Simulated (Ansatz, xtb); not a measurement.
**Two structures of BFHP**

We compare X, `FB=P`, a singlet, with Y, a triplet given by its coordinates. Both are isolated molecules in the gas phase, relaxed with PBE0-D4/def2-TZVP.

X (Å):

```xyz
4

B    -2.6358   -1.4959   -1.3430
F    -2.2645   -2.5397   -0.7078
P    -3.1383   -0.0819   -2.2034
H    -4.2097   -1.0085   -2.4711
```

Y (Å):

| atom | x (Å) | y (Å) | z (Å) |
| --- | --- | --- | --- |
| B | -0.5049 | -0.0415 | -0.6859 |
| F | 0.6220 | 0.0023 | 0.0051 |
| P | -1.8718 | -1.3234 | -0.2472 |
| H | -0.6326 | 0.7437 | -1.5853 |

Close contacts (Å): B1–F2 1.32, B1–P3 1.92, B1–H4 1.20.

**Question.** Estimate E(Y) − E(X) at the level CCSD(T)/def2-TZVPP.

**Answer.** Calculated at CCSD(T)/def2-TZVPP: E(Y) − E(X) = +17.6 kcal/mol, so structure X lies lower.

How the difference moves with the method:

```csv
level,geometry,E(Y) − E(X) (kcal/mol),departure from the last row (kcal/mol),"job, with rough time for the two"
PBE0-D4/def2-TZVP,PBE0-D4/def2-TZVP,+17.9,+0.3,"optimisation, 76 s"
HF/def2-TZVPP,PBE0-D4/def2-TZVP,−8.3,−25.8,part of the CCSD(T) run
MP2/def2-TZVPP,PBE0-D4/def2-TZVP,+19.9,+2.3,part of the CCSD(T) run
CCSD(T)/def2-TZVPP,PBE0-D4/def2-TZVP,+17.6,,"single point, 49 s"
```

HF/def2-TZVPP puts the two in the other order. The largest departure from CCSD(T)/def2-TZVPP is that of HF/def2-TZVPP, 25.8 kcal/mol. Levels run at GFN2-xTB geometries aren't shown. The triplet state of Y needn't be its ground state.

With harmonic frequencies from PBE0-D4/def2-TZVP (ideal gas, rigid rotor, one conformer each, 298.15 K, 1 atm): on the last row, ΔE + ΔZPE = +18.8, ΔH = +18.5, ΔG = +17.9 kcal/mol.

Open shells are spin-unrestricted. The correlated steps freeze 7 core orbitals. ΔG holds the spin degeneracy. Run with Ansatz 0.2.0; the last row on 1 thread of AMD EPYC (Zen 3) on a shared host.
